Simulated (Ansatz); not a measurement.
Species: chloroform, CHCl$_{3}$, net charge 0, singlet state. SMILES: ClC(Cl)Cl
Structure (B3LYP-D3(BJ)/def2-TZVP (Ansatz, a quantum-chemistry and plane-wave program) minimum search):
```
C
H 1 1.0815
Cl 1 1.7758 2 107.69
Cl 1 1.7758 2 107.69 3 120.00
Cl 1 1.7758 2 107.69 3 -120.00
```

Atomisation energy built up term by term with Ansatz (kcal/mol; UHF references for open shells; valence terms freeze the core; atomic spin-orbit terms are left out). Basis-set limits of correlation are two-point, X^-3; Hartree-Fock from the larger set.

| term | basis | kcal/mol |
|---|---|---|
| Hartree-Fock | cc-pV(Q+d)Z | 223.47 |
| CCSD correlation | CBS(cc-pV(T+d)Z,cc-pV(Q+d)Z) | 108.53 |
| (T) | CBS(cc-pV(T+d)Z,cc-pV(Q+d)Z) | 12.25 |
| core correlation | cc-pwCVTZ | 1.52 |
| scalar relativity (X2C) | cc-pVTZ-DK against cc-pVTZ | -0.61 |
| sum: De |  | 345.2 |

(T) makes 3.6 % of the CCSD(T) atomisation energy; under 5 % is typical of single-reference molecules.
